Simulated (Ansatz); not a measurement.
A nudged elastic band was laid between two geometries of ClH$_{3}$Si (5 atoms, charge 0, multiplicity 1).

Computed with RKS r2SCAN-D4/def2-TZVP (Ansatz 0.2.0).

```yaml
movable_images: 7
climbing_image: yes
spring: 5.0 eV/Å²
optimiser: quadratic models (default)
start_path: through a guess of the saddle point
force_threshold: 0.03 eV/Å
iteration_limit: 10
end_points: relaxed
```

First end point:

```xyz
5
Properties=species:S:1:pos:R:3
Si 0.240 -0.006 0.170
H 0.228 -0.035 1.648
H 1.630 -0.035 -0.334
H -0.461 1.199 -0.326
Cl -0.746 -1.670 -0.527
```

Last end point:

```xyz
5
Properties=species:S:1:pos:R:3
Si 0.209 0.085 -0.819
H 0.819 0.141 1.176
H 1.407 -0.107 0.724
H -0.641 1.003 0.051
Cl -0.904 -1.668 -0.501
```

(1) What changes between the two ends?

(2) What energy profile does the band end with?

(3) What is the geometry of the highest image?

Answers

(1) Bonds broken: Si1–H2, Si1–H3. Bonds formed: H2–H3. ClH3Si becomes ClHSi + H2.

(2) The run converged. The highest image is number 5 of 0 to 8, 2.67 eV above the first end and 0.45 eV above the last; the last end lies 2.22 eV above the first. Another band between the same ends (7 images) ends at a top of the same energy, where a vibrational analysis finds 1 clearly imaginary mode. The orbitals stay closed-shell, which can raise the energy where a bond breaks towards radicals; this wasn't checked here.

```tsv
image	path coordinate (Å)	energy (eV)	Si1–H2 (Å)	Si1–H3 (Å)	H2–H3 (Å)
0	0.00	0.00	1.48	1.48	2.43
1	0.26	0.17	1.45	1.48	2.20
2	0.52	0.71	1.44	1.47	1.95
3	0.78	1.54	1.48	1.46	1.70
4	1.04	2.35	1.56	1.47	1.46
5	1.29	2.67	1.67	1.51	1.20
6	1.51	2.48	1.76	1.60	0.97
7	1.72	2.25	1.91	1.77	0.82
8	1.94	2.22	2.09	1.96	0.78
```

(3) 
```xyz
5
Properties=species:S:1:pos:R:3:forces:R:3
Si 0.273 0.015 -0.485 0.00 0.00 0.00
H 0.542 0.102 1.157 0.00 0.00 0.00
H 1.477 -0.092 0.427 -0.01 0.00 0.00
H -0.554 1.155 -0.013 0.00 0.00 0.00
Cl -0.847 -1.727 -0.455 0.00 0.00 0.00
```

Run time: 49 s on 2 threads of Intel(R) Xeon(R) 6975P-C (Granite Rapids), on a shared host, peak memory 0.16 GiB.
